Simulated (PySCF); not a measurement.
Molecule: `c1cccnn1`, C4H4N2.

Geometry (Å), atoms numbered from 1 in this order:
```xyz
10

C     0.673    0.824    0.061
C    -0.707    0.794    0.045
C    -1.306   -0.462   -0.049
N    -0.613   -1.581   -0.120
N     0.685   -1.553   -0.102
C     1.328   -0.405   -0.015
H     1.225    1.749    0.129
H    -1.300    1.695    0.102
H    -2.381   -0.579   -0.068
H     2.406   -0.476   -0.006
```

Frames of a GFN2-xTB Langevin trajectory at 300 K; GIAO PBE0/pcSseg-1 shieldings in PySCF, gas phase, non-relativistic; equivalent atoms averaged within each frame.

Referencing at the same level of theory: TMS for $^{13}$C (σ = 186.93 ppm) and $^{1}$H (σ = 31.72 ppm); $^{15}$N (σ = 267.73 ppm) vs NH3. The references are static minima.

Question: How do the shifts (ppm) fluctuate along the trajectory?

Answer: 
```tsv
time (fs)	C3/C6	C1/C2	N4/N5	H9/H10	H7/H8
optimised geometry	155.9	129.9	472.8	9.63	7.44
250	154.5	126.2	474.4	9.62	7.41
425	161.3	140.7	479.9	9.69	8.31
625	157.1	136.4	466.3	9.84	8.11
800	158.4	129.4	476.8	9.66	7.12
1000	158.6	133.9	488.0	9.84	7.82
mean of frames	158.0	133.3	477.1	9.73	7.75
standard deviation	2.5	5.7	7.9	0.10	0.49
```

5 frames give an uncertainty of the mean of about the standard deviation over 2.2 at best, since frames this close in time may not be independent; classical motion lacks zero-point vibration, and the reference would need the same averaging.
